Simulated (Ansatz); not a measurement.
# How far each method lies from UCCSDT(Q) for [Cl···H···F], doublet

Geometry: a point of a hydrogen-transfer path between rigid fragments, not a stationary point.

```xyz
3

Cl    0.0000    0.0000   -1.5613
H     0.0000    0.0000    0.3307
F     0.0000    0.0000    1.2307
```

Basis cc-pVTZ; Ansatz 0.2.0. Only valence electrons are correlated (noble-gas cores frozen), which leaves 15 electrons in 72 orbitals. Prefix R: restricted or restricted open-shell reference; prefix U: unrestricted. Active spaces: pair = (3e, 3o) about the gap; valence = (15e, 9o) chosen from the atoms' valence shells.

Full CI isn't at hand for all of this; UCCSDT(Q) serves as the reference, and is uncertain by about the last step of the cluster series. The frozen core follows each run's orbitals, which can shift R against U totals by a few meV.

The UHF ⟨S²⟩ is 0.760. The T1 diagnostic (RCCSD) is 0.0110, the largest doubles amplitude (RCCSD) is 0.044 and the T1 diagnostic (UCCSD) is 0.0077.

| level | E − E(RHF) (eV) |
| --- | --- |
| UHF | -0.1540 |
| RMP2 | -11.9872 |
| UMP2 | -11.9595 |
| RCCSD | -12.6139 |
| UCCSD | -12.6189 |
| RCCSD(T) | -12.9600 |
| UCCSD(T) | -12.9605 |

Estimate how far UCCSDT(Q) in cc-pVTZ lies from RCCSD(T). The table doesn't fix it; the size of (T) and the diagnostics are the guide.

UCCSDT(Q) in cc-pVTZ lies 0.69 kcal/mol below RCCSD(T), which is 9 % of the (T) step (-7.98 kcal/mol). The diagnostics are small and one determinant leads, so the series closes fast and only a small part of (T) is left.

The other levels:

```tsv
level	E − E(UCCSDT(Q)) (kcal/mol)	share of correlation (%)	wall time
BCCD(T)	0.67	99.77	4.3 s (H100)
RCCSDT	0.29	99.90	–
UCCSDT	0.26	99.91	–
RCCSDT(Q)	0.03	99.99	34 s (H100)
CASSCF (pair space)	286.56	4.34	–
MRCISD (pair space)	30.27	89.89	–
MRCISD+Q (pair space)	5.68	98.11	2.9 s (H100)
CASSCF (valence space)	285.94	4.55	–
NEVPT2 (valence space)	49.84	83.36	2.8 s
MRCISD (valence space)	30.16	89.93	–
MRCISD+Q (valence space)	5.76	98.08	4.6 s (H100)
```

The correlation energy at UCCSDT(Q), counted from RHF, is -12.990 eV. That run took 32 s on 2 threads of AMD EPYC 7R13 with a shared H100 80 GB, shared host.

Times hold each run's SCF and search for its determinant on a shared host, so for small cases they say little of a method's own cost; rows without a card ran on 1 thread of AMD EPYC 7R13.

Natural occupations of CASSCF (valence space) about the gap: 2.000 2.000 2.000 1.984 1.000 0.016; effectively unpaired electrons, Σ n²(2−n)², 1.00.
